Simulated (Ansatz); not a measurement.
Geometry optimisation, Ansatz, RKS PBE0-D4/def2-SVP.

The input (input.yaml):

```yaml
crystal:
  periodic: [false, false, false]
  atoms:
    - { symbol: F, position_ang: [-0.9536, 0.5119, 0.7304] }
    - { symbol: C, position_ang: [0.0713, 0.0717, 0.0482] }
    - { symbol: Cl, position_ang: [-0.456, -1.2475, -1.0202] }
    - { symbol: H, position_ang: [0.8802, -0.2809, 0.7699] }
    - { symbol: H, position_ang: [0.5081, 0.8712, -0.5698] }
basis:
  gaussian: { orbitals: def2-SVP }
hamiltonian:
  xc: pbe0
  dispersion: d4
relax:
  f_tol: 0.02
  max_steps: 40
scf:
  lower_state_search: "off"
```

Run as:

```bash
$ ansatz run input.yaml --threads 1 --pin off --max-ram 2048MiB --backend cpu --events-out ev --progress --plain --runs-dir out
```

Question: Where does it end, and by what steps?

Answer: It converged. After 3 steps the energy has fallen by 0.074 eV; H4 moved furthest, 0.06 Å.

| step | energy less start (eV) | largest force component (eV/Å) | accepted |
| --- | --- | --- | --- |
| 0 | 0.0000 | 1.923 | yes |
| 1 | -0.0646 | 0.869 | yes |
| 2 | -0.0739 | 0.173 | yes |
| 3 | -0.0744 | 0.016 | yes |

```xyz
5
Properties=species:S:1:pos:R:3
F -0.960 0.546 0.758
C 0.084 0.076 0.054
Cl -0.413 -1.252 -1.010
H 0.847 -0.319 0.741
H 0.491 0.875 -0.584
```

Time of the run: 3.4 s on 1 thread of Arm Neoverse V2, with other jobs on the host, peak memory 0.12 GiB.
